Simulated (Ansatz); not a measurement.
C4H9F, SMILES `CC(C)CF`. Charge 0, multiplicity 1. The geometry is a stationary point of PBE0-D4/def2-TZVP. It is one conformer, not always the lowest.

```xyz
14

C     0.260    0.726   -1.242
C    -0.057    0.344    0.197
C    -1.341   -0.465    0.295
C     1.114   -0.414    0.780
F     0.899   -0.704    2.118
H     0.403   -0.165   -1.861
H     1.166    1.333   -1.311
H    -0.560    1.300   -1.678
H    -0.172    1.261    0.786
H    -2.192    0.109   -0.079
H    -1.267   -1.380   -0.302
H    -1.550   -0.751    1.327
H     2.036    0.172    0.715
H     1.262   -1.366    0.256
```

(1) What is the dipole moment at ωB97M-V/def2-TZVPP? (Estimate.)

(2) And with PBE, r2SCAN, B3LYP? (An estimate is asked.)

(3) Give the Mulliken charges with ωB97M-V, B3LYP, r2SCAN in def2-TZVPP. (Best estimate.)

Results:

(1) Computed: 1.79 D, with components (0.00, 0.57, -1.69) D in this frame, pointing from negative to positive charge.

(2) Computed: PBE 1.68 D, r2SCAN 1.75 D, B3LYP 1.80 D.

(3) The calculation gave: 
```csv
atom,ωB97M-V,B3LYP,r2SCAN
C1,-0.32,-0.27,-0.18
C2,-0.07,0.05,0.13
C3,-0.30,-0.26,-0.17
C4,0.04,0.08,0.15
F5,-0.24,-0.26,-0.25
H6,0.10,0.07,0.04
H7,0.11,0.08,0.05
H8,0.11,0.09,0.05
H9,0.07,0.04,-0.02
H10,0.10,0.08,0.04
H11,0.10,0.06,0.03
H12,0.12,0.10,0.07
H13,0.10,0.08,0.04
H14,0.09,0.06,0.03
```

B3LYP here is the variant with VWN-RPA as its local correlation; programs differ in this.
